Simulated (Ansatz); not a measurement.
# HfPbO3: computed properties

Level of theory: Ansatz 0.2.0, DFT PBEsol, scalar-relativistic, plane waves, PAW.

Cutoff 420 eV; k points 8×8×8 on the computed 5-atom cell (Γ-centred); Gaussian smearing, width 0.02 eV; no spin polarisation.

The structure is relaxed at this level of theory with its symmetry kept. Whether it is the stable form of this composition wasn't checked.

```cif
data_structure
_symmetry_space_group_name_H-M 'Pm-3m'
_symmetry_Int_Tables_number 221
_cell_length_a 4.1189
_cell_length_b 4.1189
_cell_length_c 4.1189
_cell_angle_alpha 90.000
_cell_angle_beta 90.000
_cell_angle_gamma 90.000
_cell_volume 69.88
loop_
_atom_site_label
_atom_site_type_symbol
_atom_site_symmetry_multiplicity
_atom_site_Wyckoff_symbol
_atom_site_fract_x
_atom_site_fract_y
_atom_site_fract_z
_atom_site_occupancy
Hf1 Hf 1 b 0.50000 0.50000 0.50000 1
Pb1 Pb 1 a 0.00000 0.00000 0.00000 1
O1 O 3 c 0.00000 0.50000 0.50000 1
```

* Space group: Pm-3m (No. 221)
* Volume per atom: 13.98 Å³
* Formation energy from the elements' standard states (uncorrected): -2.530 eV/atom
* Kohn–Sham band gap: 2.37 eV, direct at X
* Löwdin character of the top 1 eV of the valence band: O 2p 91 %
* Löwdin character of the lowest 1 eV of the conduction band: Pb 6p 72 %, O 2p 10 %, O 2s 10 %
* Electron masses at the edge by Cartesian direction of the standard setting (m_e; degenerate bands sorted by energy; no spin-orbit coupling): x: 0.33; y: 0.33; z: 0.19
* Hole masses at the edge by Cartesian direction of the standard setting (m_e; degenerate bands sorted by energy; no spin-orbit coupling): x: 0.80; y: 0.80; z: 0.25
* Bulk modulus: 176 GPa
* Its pressure derivative: 4.4
* Electronic dielectric constant xx, yy, zz of the standard setting (independent particles): 7.1, 7.1, 7.1
* Bader charges (e): Hf (1 in the cell) 2.59, Pb (1 in the cell) 1.33, O (3 in the cell) -1.31

Spin-orbit coupling is left out, which matters for the bands of heavy elements.

Symmetry holds off the tilts and polar distortions that many cubic perovskites undergo.